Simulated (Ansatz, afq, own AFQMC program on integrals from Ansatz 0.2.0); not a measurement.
Integrals from Ansatz 0.2.0, then the random walk in our own AFQMC program (afq).

```yaml
crystal:
  periodic: [false, false, false]
  atoms:
    - {symbol: Cu, position_ang: [0.000000, 0.000000, 0.000000]}
basis:
  gaussian: {orbitals: def2-SVP}
magnetization: {spin_polarized: true, initial_magnetization: 1}
correlation: {method: ccsd_t, electrons: outside_noble_gas, hamiltonian_folder: ham}
```

```sh
$ ansatz run in.yaml --threads 1 --pin off --events-out ev --progress --plain --max-ram 24576MiB --backend cuda --devices 0, --max-vram 18GiB
```

afq runs on the folder ham with

```
--method free --trial cisd --walkers 50 --time-step 0.01 --max-blocks 30 --target-error 0.0008 --factor-cut 1e-06 --seed 2265 --times 0.0,0.5,1.0,2.0,3.0,4.0 --taylor-order 6
```

Times are imaginary, in 1/Eh. The walk had a cap of 60 s.

Output of the walk:

```
orbitals 22  electrons 6 5  factors 181 of 237
reference energy -1638.68858330 Eh
CCSD correlation -0.25178420 Eh in 10 cycles, weight of the determinant in the CISD state 0.9501
repeat  energy at the last time / Eh  error
    10  -1638.953688  0.004451
    20  -1638.953643  0.002850
    30  -1638.952762  0.002117
time / (1/Eh)  energy / Eh  error  mean overlap
  0.00  -1638.940600  0.000581  1.0527
  0.50  -1638.948074  0.000636  1.0620
  1.00  -1638.951102  0.000844  1.0564
  2.00  -1638.949746  0.001214  1.0696
  3.00  -1638.951609  0.002199  1.0520
  4.00  -1638.952762  0.002117  1.0880
energy -1638.952762 +/- 0.002117 Eh
```

The run passed its tests (error under three times the target), which doesn't prove that it has relaxed.

Against this walk (error 57.6 meV) on the same determinant: CCSD(T) 24.8 meV higher (within the noise), CCSDT(Q) 98.9 meV higher (within the noise), CCSDTQ 74.1 meV higher (within the noise). The error is statistical, and a free projection of finite length keeps a remainder of its start.

Cautions: remainder of the start not in the error; error above the target (57.6 against 21.8 meV); no relativity below Rb; outer-core shells of the metal frozen.

The walk took 18 s on 1 × NVIDIA H100 80GB HBM3 with 2 threads of AMD EPYC 7R13 Processor (Zen 3) (shared host) (the card was shared). The log's last line is the free-projection energy.

CCSDT and higher add their correlation energy to the determinant of the CCSD(T) run, since their own runs factorise the integrals more tightly (a shift of under 2 meV). A walk keeps the symmetry of its determinant, which the program's search chose and which needn't be the lowest solution, so a lower state of the same spin and another symmetry isn't excluded.
